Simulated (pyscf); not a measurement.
# Hydrogen abstraction: silanol (HO–SiH₃) + H atom (H•) -> •O–SiH₃ + hydrogen (H₂)

Gas phase, doublet surface, charge 0. Bonds broken: O1–H3. Bonds formed: H3–H7. Optimised with ωB97X-D3(BJ)/def2-SVP in PySCF.

Transition state (Å):

```xyz
7

O     -0.0532    -0.1430     1.4328
Si     0.9903     0.0675     0.1144
H     -1.1546    -0.8270     1.0119
H      0.3661     0.8721    -0.9734
H      1.4535    -1.2327    -0.4474
H      2.1357     0.8085     0.7111
H     -1.6679    -1.2363     0.4854
```

One imaginary mode, 1011i cm⁻¹; descent along it reached the two sides named.

```csv
bond,change,reactant side (Å),saddle,product side
O1–H3,breaks,0.964,1.363,2.415
H3–H7,forms,2.7,0.842,0.761
```

Electronic energies relative to the separated reactants (eV):

```json
[
 {"level": "ωB97X-D3(BJ)/def2-TZVP", "barrier": "0.79", "reaction energy": "+0.61", "reverse barrier": "0.19"},
 {"level": "PBE/def2-TZVP", "barrier": "0.54", "reaction energy": "+0.61", "reverse barrier": "-0.07"},
 {"level": "r²SCAN/def2-TZVP", "barrier": "0.53", "reaction energy": "+0.49", "reverse barrier": "0.04"},
 {"level": "B3LYP-D3(BJ)/def2-TZVP", "barrier": "0.53", "reaction energy": "+0.44", "reverse barrier": "0.09"},
 {"level": "PBE0-D3(BJ)/def2-TZVP", "barrier": "0.73", "reaction energy": "+0.66", "reverse barrier": "0.07"},
 {"level": "M06-2X/def2-TZVP", "barrier": "0.93", "reaction energy": "+0.68", "reverse barrier": "0.25"},
 {"level": "ωB97M-D3(BJ)/def2-TZVP", "barrier": "0.82", "reaction energy": "+0.63", "reverse barrier": "0.19"},
 {"level": "HF/def2-TZVP", "barrier": "1.11", "reaction energy": "+0.26", "reverse barrier": "0.85"}
]
```

With ωB97M-D3(BJ)/def2-TZVP energies and thermal terms (ideal gas, 1 atm, RRHO with modes under 100 cm⁻¹ raised to 100, one conformer, R ln 2 for chiral ones without a mode under 150 cm⁻¹), in eV:

| T (K) | ΔH‡ | ΔG‡ | ΔH | ΔG |
|---|---|---|---|---|
| 298 | 0.73 | 1.02 | +0.57 | +0.53 |
| 600 | 0.71 | 1.32 | +0.57 | +0.49 |
| 900 | 0.70 | 1.63 | +0.55 | +0.45 |
| 1200 | 0.69 | 1.94 | +0.53 | +0.41 |

At PBE this geometry lies under the product side: in single points on another level's saddle the reverse barrier vanishes, and the forward threshold there is about the reaction energy. The same reactants have a lower exit, to HO–SiH₂• + H₂ (barrier +0.21 eV at ωB97M-D3(BJ)/def2-TZVP, against +0.82 eV here). •O–SiH₃ lies 1.08 eV over its isomer HO–SiH₂• (electronic energy, ωB97M-D3(BJ)/def2-TZVP). One saddle was located; it need not be the lowest between these sides. The angle at the transferred H is 158°. The orbital near-degeneracy of the XH₃O or XH₃S radical is left out.
